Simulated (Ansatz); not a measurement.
Process, species as SMILES: C=C=O → [CH-]=C=O + H+
B3LYP-D3(BJ)/def2-TZVP geometries, fixed; electronic energies without zero-point terms.
Largest species:
```xyz
5

C      0.0091     0.0017    -1.2056
C     -0.0008    -0.0001     0.1027
H      0.0282     0.9401    -1.7377
H     -0.0018    -0.9351    -1.7406
O     -0.0096    -0.0018     1.2620
```

Basis-set convergence of the deprotonation energy at HF with Ansatz (an electronic-structure program). Cartesian d functions, on some or all atoms, in 6-31+G*; all else is spherical. No added dispersion term, no relativity. Functions are those of the species that has most. Reference: the value in aug-pcseg-3, 382.25 kcal/mol, itself unsure by roughly 0.18 kcal/mol (its mean distance from aug-cc-pVQZ, def2-QZVPPD). Deviations are taken from unrounded values.

| basis | functions |
|---|---|
| 6-31+G* | 61 |
| 6-311+G** | 78 |
| aug-cc-pVDZ | 87 |
| aug-pcseg-1 | 87 |
| 6-311++G(2d,2p) | 101 |
| jun-cc-pV(T+d)Z | 145 |
| 6-311++G(3df,3pd) | 153 |
| aug-cc-pVTZ | 184 |
| aug-pcseg-2 | 184 |
| aug-cc-pVQZ | 332 |
| aug-pcseg-3 | 353 |

Question: Which is the smallest set listed that can be trusted to 1 kcal/mol here, that is, within that of the reference together with its larger relatives (same family, alike in diffuse functions; a set with none to test it counts only in the reference's own line)?

Answer: The smallest set listed that lies within 1 kcal/mol of the reference with all its larger relatives (same family, alike in diffuse functions; a set with none counts only in the reference's own line) is 6-311++G(2d,2p) (101 functions, -0.69 kcal/mol off). Value minus reference: 6-31+G* -2.24, 6-311+G** -1.41, aug-cc-pVDZ -1.76, aug-pcseg-1 -2.08, 6-311++G(2d,2p) -0.69, jun-cc-pV(T+d)Z -0.46, 6-311++G(3df,3pd) -0.40, aug-cc-pVTZ -0.37, aug-pcseg-2 -0.31, aug-cc-pVQZ -0.09, aug-pcseg-3 0.00 kcal/mol.
